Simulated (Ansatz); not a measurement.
**BH₆NS (built from SMILES BS.N): a barrier at many levels of theory**

Aim: the barrier and energy of one elementary step (B1–N6 tightened, S2–H5 formed, B1–S2 broken, H5–N6 broken) from LDA up to coupled cluster, on fixed structures, to see where each rung fails.

Program: Ansatz 0.2.0, Gaussian basis. Level of theory: single points in def2-TZVPP on PBE0-D4/def2-TZVP structures. These are calculated values, not measurements.

Levels: SPW92, PBE-D4, BLYP-D4, r2SCAN-D4, B97M-V, PBE0-D4, B3LYP-D4, r2SCAN0-D4, BHLYP-D4, CAM-B3LYP-D4, wB97X-V, wB97M-V, B2PLYP, PBE-QIDH, RPA on PBE, Hartree-Fock, MP2, CCSD, CCSD(T). The reference is CCSD(T) at the basis limit, from triple and quadruple zeta. Zero-point energies come from PBE0-D4 vibrations.

Correlated methods freeze the cores. B3LYP uses VWN-RPA correlation. B2PLYP carries no dispersion term here.

81 further runs of the same task are left out: 1 that didn't finish, 80 set aside as unsound or not needed.

## 1. Start, saddle and end, as given

Charge 0, multiplicity 1. The folders r, ts and p hold the start, the saddle and the end; their coordinates stand in the first inputs.

```csv
pair,r (Å),ts (Å),p (Å)
B1–N6,1.640,1.527,1.382
S2–H5,2.921,1.502,1.342
B1–S2,1.890,2.166,4.044
H5–N6,1.016,1.513,3.772
```

## 2. SPW92/def2-TZVPP

Contents of r/in.yaml:

```yaml
crystal:
  periodic: [false, false, false]
  atoms:
    - {symbol: B, position_ang: [-0.450752, 0.060815, -0.584329]}
    - {symbol: S, position_ang: [1.163388, 0.507911, -1.460320]}
    - {symbol: H, position_ang: [-0.962148, -0.872590, -1.154157]}
    - {symbol: H, position_ang: [-1.188715, 0.993811, -0.385959]}
    - {symbol: H, position_ang: [0.627269, -1.266075, 0.797241]}
    - {symbol: N, position_ang: [-0.049862, -0.514720, 0.898164]}
    - {symbol: H, position_ang: [1.335921, 1.745005, -0.967135]}
    - {symbol: H, position_ang: [-0.862039, -0.866307, 1.399243]}
    - {symbol: H, position_ang: [0.386941, 0.212150, 1.457350]}
basis:
  gaussian: {orbitals: def2-TZVPP}
hamiltonian: {xc: lda}
```

Contents of ts/in.yaml:

```yaml
crystal:
  periodic: [false, false, false]
  atoms:
    - {symbol: B, position_ang: [-0.695065, 0.061302, -0.385306]}
    - {symbol: S, position_ang: [1.268651, 0.137832, -1.296300]}
    - {symbol: H, position_ang: [-1.243427, -0.759747, -1.065844]}
    - {symbol: H, position_ang: [-1.095408, 1.190706, -0.416357]}
    - {symbol: H, position_ang: [1.066833, -0.359937, 0.106042]}
    - {symbol: N, position_ang: [-0.180823, -0.452813, 0.957028]}
    - {symbol: H, position_ang: [1.597702, 1.371071, -0.878582]}
    - {symbol: H, position_ang: [-0.489443, -1.371571, 1.239712]}
    - {symbol: H, position_ang: [-0.229019, 0.183157, 1.739707]}
basis:
  gaussian: {orbitals: def2-TZVPP}
hamiltonian: {xc: lda}
```

Contents of p/in.yaml:

```yaml
crystal:
  periodic: [false, false, false]
  atoms:
    - {symbol: B, position_ang: [-1.483907, -0.084844, -0.065060]}
    - {symbol: S, position_ang: [2.459707, 0.774177, -0.324038]}
    - {symbol: H, position_ang: [-2.649458, -0.347742, 0.010618]}
    - {symbol: H, position_ang: [-1.050888, 0.580776, -0.965099]}
    - {symbol: H, position_ang: [2.487867, -0.220781, -1.223980]}
    - {symbol: N, position_ang: [-0.611686, -0.554102, 0.898931]}
    - {symbol: H, position_ang: [1.375832, 1.326654, -0.892804]}
    - {symbol: H, position_ang: [-0.906684, -1.114509, 1.680477]}
    - {symbol: H, position_ang: [0.379217, -0.359630, 0.881056]}
basis:
  gaussian: {orbitals: def2-TZVPP}
hamiltonian: {xc: lda}
```

The same command starts each run, in its folder.

Run with:

```console
ansatz run in.yaml --threads 2 --pin off --events-out ev --progress --plain --max-ram 4352MiB
```

After this run come: PBE-D4/def2-TZVPP; BLYP-D4/def2-TZVPP; r2SCAN-D4/def2-TZVPP; B97M-V/def2-TZVPP; PBE0-D4/def2-TZVPP; B3LYP-D4/def2-TZVPP; r2SCAN0-D4/def2-TZVPP; BHLYP-D4/def2-TZVPP; CAM-B3LYP-D4/def2-TZVPP; wB97X-V/def2-TZVPP; wB97M-V/def2-TZVPP; B2PLYP/def2-TZVPP; PBE-QIDH/def2-TZVPP; RPA on PBE/def2-TZVPP; CCSD(T)/def2-TZVPP; MP2/def2-QZVPP; Vibrations of the start structure; Vibrations of the end structure.

What does the calculation give? Wanted: barrier, CCSD(T)/CBS; reverse barrier, CCSD(T)/CBS; step energy, CCSD(T)/CBS; barrier with zero-point energy; step energy with zero-point energy; imaginary mode at the saddle; largest T1 diagnostic.

As calculated:

| quantity | value |
| --- | --- |
| barrier, CCSD(T)/CBS | 133.0 kJ/mol |
| reverse barrier, CCSD(T)/CBS | 103.9 kJ/mol |
| step energy, CCSD(T)/CBS | +29.1 kJ/mol |
| barrier with zero-point energy | 112.8 kJ/mol |
| step energy with zero-point energy | +10.8 kJ/mol |
| imaginary mode at the saddle | 1003i cm⁻¹ |
| largest T1 diagnostic | 0.012 |

What this shows: Among the functionals wB97X-V lands nearest to CCSD(T)/CBS (-0.1 kJ/mol) and SPW92 farthest (-35.0 kJ/mol). Mean unsigned error by rung: LDA 35.0, GGA 25.2, meta-GGA 9.1, hybrid 8.5, range-separated hybrid 2.7, double hybrid 3.1 kJ/mol. PBE-D4 gives a barrier 26.5 kJ/mol too low, outside chemical accuracy (1 kcal/mol, 4.2 kJ/mol). Every functional without exact exchange puts the forward barrier too low. The barrier rises with the share of exact exchange, from BLYP-D4 through B3LYP-D4 to BHLYP-D4 (-24.0, -11.3, +7.0 kJ/mol). Hartree-Fock, with no correlation, is off by +34.7 kJ/mol. Zero-point motion lowers the barrier by 20.2 kJ/mol.
